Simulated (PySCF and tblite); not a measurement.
Values are calculated unless marked as measured or tabulated.
4 constitutional isomers of C₄H₄N₂:

```tsv
isomer	SMILES
A	[cH:1]1[cH:2][n:3][cH:4][cH:5][n:6]1
B	[CH2:1]=[C:2]1[N:3]=[CH:4][CH:5]=[N:6]1
C	[cH:1]1[cH:2][cH:3][n:4][n:5][cH:6]1
D	[cH:1]1[cH:2][n:3][cH:4][n:5][cH:6]1
```

Each isomer is a Boltzmann average at 298.15 K over at most 6 conformers: GFN2-xTB geometries, energies PBE0/pcSseg-1 (IEF-PCM, chloroform) (D3(BJ) added where defined), GFN2-xTB thermal terms. Programs: PySCF with density fitting and tblite.

Rank the isomers by free energy at 298.15 K.


```tsv
isomer	ΔG (kcal/mol)	ΔE, lowest conformer	conformers	largest weight %	rms dipole (D)
D	0.0	0.0	1	100	2.94
A	5.3	5.1	1	100	0.00
C	21.5	21.8	1	100	5.24
B	23.2	24.2	1	100	0.64
```
